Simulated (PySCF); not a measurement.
Rock-salt NaCl: correlation energy from several methods in one and the same small orbital space (PySCF; 2 atoms at the zone centre, 8 electrons in 21 orbitals, empty ones MP2 natural orbitals of a TZ basis, lattice constant set to 5.9221 Å). Its volume lies 16 % above that of the crystal's usual cell. It tests the methods against each other and lies far from the crystal's limit.

Full CI gives -2.7126 eV per atom.

**Question.** What share of it do MP2, CCSD, CCSD(T), CCSDT, CCSDT(Q) recover?

**Answer.** MP2 83.3 %; CCSD 97.5 %; CCSD(T) 99.6 %; CCSDT 99.9 %; CCSDT(Q) 100.0 %.

```json
[
 {"method": "MP2", "E_corr (eV per atom)": "-2.2604", "share of full CI (%)": "83.3", "error (meV)": "452"},
 {"method": "CCSD", "E_corr (eV per atom)": "-2.6455", "share of full CI (%)": "97.5", "error (meV)": "67"},
 {"method": "CCSD(T)", "E_corr (eV per atom)": "-2.7026", "share of full CI (%)": "99.6", "error (meV)": "10"},
 {"method": "CCSDT", "E_corr (eV per atom)": "-2.7091", "share of full CI (%)": "99.9", "error (meV)": "3"},
 {"method": "CCSDT(Q)", "E_corr (eV per atom)": "-2.7121", "share of full CI (%)": "100.0", "error (meV)": "0"},
 {"method": "full CI", "E_corr (eV per atom)": "-2.7126", "share of full CI (%)": "100.0", "error (meV)": "0"}
]
```

The Hartree–Fock determinant has a weight of 0.92 in the full CI state.

MP2, (T) and (Q) use filled levels shifted down by the Madelung term, which in so small a cell is a large part of the gap, so these rows hang on it.
